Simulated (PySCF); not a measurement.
Bonds: Al1-C4 1.913 Å, C4-C5 1.222 Å. Al1 carries H2, H3; C5 carries H6.

[PySCF 2.14: shielding tensors at B3LYP/pcSseg-1 (pcSseg-2 on Al) (GIAO); geometry: PBE0-D3(BJ)/def2-SVP; in vacuum; non-relativistic Hamiltonian; fast rotation and ring inversion assumed for equivalent nuclei; one computed conformer]

Scale: ¹³C (σref 179.24), ¹H (σref 31.38) vs TMS; [Al(H2O)6]3+ for ²⁷Al (σref 571.15) (reference shieldings calculated alike).

| atoms | nucleus | count | δ (ppm) |
| --- | --- | --- | --- |
| H2/H3 | ¹H | 2 | ? |
| C4 | ¹³C | 1 | 97.1 |
| C5 | ¹³C | 1 | 109.0 |
| H6 | ¹H | 1 | ? |
| Al1 | ²⁷Al | 1 | 249.0 |

Question: Estimate the values marked ?.

Answer: 
- H2/H3: 4.82 ppm, hydrogen on an aluminium bonded to C
- H6: 2.52 ppm, hydrogen on a carbon bonded to C

Hydrides on Al or Ga are broadened by the quadrupolar metal nucleus. Shifts are as computed, not scaled to solution data. Of 1211 compounds with measured shifts, 218 miss one by over three times the rms of a fit or turn the order of signals round; such compounds aren't used in these exercises.
